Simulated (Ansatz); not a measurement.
Reaction (homolysis of the F–N bond): `O=NF` → F• + `[N]=O`•

Calculated with Ansatz (gas phase, PBE0-D4/def2-TZVP geometries, no zero-point term in ΔE). CBS: def2 TZ/QZ extrapolation, frozen cores. DFT in def2-TZVPP. Open shells (•) are unrestricted, without spin–orbit coupling. Spin–orbit coupling would lower the free atoms: a little for F.

```tsv
level	ΔE (kcal/mol)
revPBE-D4	71.8
ωB97X-V	61.4
r2SCAN0	54.7
MP2/def2-SVP	57.4
CCSD(T)/def2-SVP	50.3
CCSD(T)/cc-pV(D+d)Z	48.8
CCSD/cc-pV(T+d)Z	50.8
CCSD(T)/CBS(cc)	62.2
```

What does CCSD(T)/CBS give? (Estimate.)

The calculation gave: +62.1 kcal/mol. The listed levels differ from it by 9.7, -0.7, -7.4, -4.7, -11.8, -13.3, -11.3, 0.1 kcal/mol.

Largest T1 diagnostic among the species: 0.024, so the coupled-cluster value is less sure than usual.

From BLYP to BHLYP (50 % exact exchange), in def2-TZVPP and without D4, ΔE moves by −26.7 kcal/mol: exact exchange takes away binding that semilocal exchange gives to molecules. At CCSD(T), def2-SVP lies −11.7 kcal/mol from the extrapolated value and def2-TZVPP −3.9 kcal/mol: correlation converges slowly with the basis, and small sets miss more of it in the bonded molecule than in its fragments. Leaving LDA and LC-ωPBE aside and taking each functional with its dispersion term where it has one, the values, not all of them listed here, spread over 32.5 kcal/mol, from BHLYP-D4 to PBE-D4. LDA lies +22.2 kcal/mol from PBE without D4, its usual overbinding.

CCSD(T)/CBS has its own doubt, a few kJ/mol and more with outer-core shells, so smaller differences from it don't rank the levels.
